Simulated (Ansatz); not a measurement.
Cartesian coordinates (Å):
```xyz
5

Si     0.0000     0.0000     0.0000
H     -0.2299    -1.0935    -0.9665
H     -0.6573     1.2314    -0.4841
H      1.4515     0.2382     0.1381
H     -0.5644    -0.3761     1.3125
```
Charge 0, spin multiplicity 1.

Computed with frozen-core CCSD(T)/cc-pVQZ // CAM-B3LYP-D3(BJ)/def2-TZVP in Ansatz (a program for electronic structure).

| Item | Result |
|---|---|
| HF energy | -291.26606 Ha |
| MP2 correlation energy | -0.15278 Ha |

Question: Estimate the CCSD correlation energy, the (T) correction, the total energy and the T1 diagnostic.

Answer: 
```json
{
 "CCSD correlation energy": "-0.18039 Ha",
 "(T) correction": "-0.00426 Ha",
 "CCSD(T) total energy": "-291.45071 Ha",
 "T1 diagnostic": "0.011"
}
```
